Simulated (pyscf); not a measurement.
H₃Si–CH₂–GeH₃ + H• → SiH₃• + H₃C–GeH₃, a substitution at C (doublet surface; C–Si broken, C–H formed). Single points on ωB97X-D3(BJ)/def2-SVP structures (PySCF, gas phase). Energies in kJ/mol from the separated reactants.

Small-basis levels: PySCF, no dispersion term, spherical d functions. Open shells are spin-unrestricted. 

Task: In single points MP2/6-31G*+LANL2DZ puts the saddle at 170.7 kJ/mol and the reaction energy at -51.8 kJ/mol. Should these be trusted to within a few kcal/mol? Compare with ωB97M-D3(BJ)/def2-TZVP.

Result: ωB97M-D3(BJ)/def2-TZVP gives ΔE‡ = 111.7 kJ/mol and ΔE = -69.3 kJ/mol. MP2/6-31G*+LANL2DZ lies 58.9 kJ/mol over it in the barrier and 17.5 kJ/mol over it in the reaction energy, so on this step it does not hold to within 12.6 kJ/mol. ωB97M-D3(BJ)/def2-TZVP has limits of its own. The same reactants have a lower exit, to H₃C–SiH₃ + GeH₃• (barrier +76.8 kJ/mol at ωB97M-D3(BJ)/def2-TZVP, against +111.7 kJ/mol here). This is the saddle that the search found; another between the same sides may lie lower. The angle at the attacked C is 178°. In the def2 sets elements up to Kr have no core potential.
